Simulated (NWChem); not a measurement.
**Basis-set convergence for fluorine (F2)**

```xyz
2

F      0.0000     0.0000     0.6882
F      0.0000     0.0000    -0.6882
```
Charge 0, spin multiplicity 1.

Everything below was run with NWChem. Structure: optimised with PBE0/def2-SVP, a minimum by its harmonic frequencies.

Quantity: LUMO energy at the level PBE0.

The Pople sets run with spherical d functions.

Task: In def2-QZVP the value is -3.29 eV. Among STO-3G, def2-SVP, pcseg-1, 6-31+G*, aug-pcseg-1, def2-SVPD, cc-pVTZ, def2-TZVP, aug-cc-pVTZ, which is the smallest basis within 0.2 eV of it?

Result: pcseg-1, with 28 functions against 114 (also within reach: def2-TZVP, aug-cc-pVTZ). def2-QZVP isn't the basis-set limit itself, and a small set can land close by cancellation.

```
basis        functions  LUMO energy (eV)
-----------  ---------  ----------------
STO-3G              10              3.79
def2-SVP            28             -2.86
pcseg-1             28             -3.32
6-31+G*             36             -3.52
aug-pcseg-1         46             -3.62
def2-SVPD           46             -3.60
cc-pVTZ             60             -3.06
def2-TZVP           62             -3.23
aug-cc-pVTZ         92             -3.36
def2-QZVP          114             -3.29
```
